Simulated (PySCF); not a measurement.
Match the calculated data to a structure.

All candidates are C2H3N.

| technique | computed result |
| --- | --- |
| Polarisability | 28.3 au [CAM-B3LYP/def2-SVPD] |
| Dipole | 4.03 D [CAM-B3LYP/def2-SVPD] |
| Rotational structure | rotational constants A, B, C: 158.588, 9.472, 9.472 GHz [GFN2-xTB] |
| Triplet | lowest triplet excitation (Tamm–Dancoff): 6.55 eV [TDA CAM-B3LYP/def2-SVPD] |
| UV, first state | lowest singlet excitation: 7.93 eV (156 nm, f = 0.000) [TDDFT CAM-B3LYP/def2-SVPD] |

Gas-phase values; electronic properties from PySCF, density fitting. Levels stand in brackets. Isolated species at its GFN2-xTB geometry, gas phase.

Task: Which candidate is it?
A. `C1=NC1` (2H-azirine)
B. `[C-]#[N+]C` (methyl isocyanide)
C. `CC#N` (acetonitrile)

Result: C. It is `CC#N` (acetonitrile). Numbering: `[CH3:1][C:2]#[N:3]`. Its formula, C2H3N, gives 2 degrees of unsaturation: 0 rings and 2 π bonds in the structure found. The optimised geometry has point group C3v and is a prolate symmetric top.

The others, at the same levels:
- `C1=NC1` fails: its computed lowest singlet excitation is 5.13 eV (242 nm, f = 0.000) (against 7.93 eV), lowest triplet excitation (Tamm–Dancoff) is 4.38 eV (against 6.55 eV) and rotational constant A is 35.859 GHz (against 158.588 GHz).
- `[C-]#[N+]C` fails: its computed lowest singlet excitation is 8.12 eV (153 nm, f = 0.000) (against 7.93 eV), lowest triplet excitation (Tamm–Dancoff) is 5.94 eV (against 6.55 eV) and smallest rotational constant is 10.329 GHz (against 9.472 GHz).
